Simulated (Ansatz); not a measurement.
Program: Ansatz 0.2.0.

`CC(=O)F` at its PBE0-D4/def2-TZVP geometry, where that method's forces vanish. Charge 0, multiplicity 1.

| atom | x (Å) | y (Å) | z (Å) |
| --- | --- | --- | --- |
| C1 | 0.1896 | -0.6173 | 0.1247 |
| C2 | -0.1253 | 0.8180 | -0.1072 |
| O3 | 0.5339 | 1.7712 | 0.1103 |
| F4 | -1.3571 | 0.9513 | -0.6467 |
| H5 | 1.1682 | -0.7127 | 0.5876 |
| H6 | -0.5786 | -1.0618 | 0.7602 |
| H7 | 0.1694 | -1.1488 | -0.8290 |

For each bond, give half the difference of the two atoms' forces along it (eV/Å; positive pushes the atoms apart) under PBE-D4, r2SCAN-D4, B3LYP-D4, ωB97M-V in def2-TZVPP. (Estimate.)

The calculation gave: 
```
 bond  length (Å)  PBE-D4  r2SCAN-D4  B3LYP-D4  ωB97M-V
C1–C2       1.488   -0.37      -0.15      0.03     0.13
C1–H5       1.087    0.10      -0.03     -0.06    -0.08
C1–H6       1.092    0.10      -0.02     -0.06    -0.10
C1–H7       1.092    0.10      -0.02     -0.06    -0.10
C2–O3       1.179    0.99       0.32      0.12     0.02
C2–F4       1.351    0.57       0.35      0.35     0.16
```

B3LYP here is the variant with VWN-RPA as its local correlation; programs differ in this.
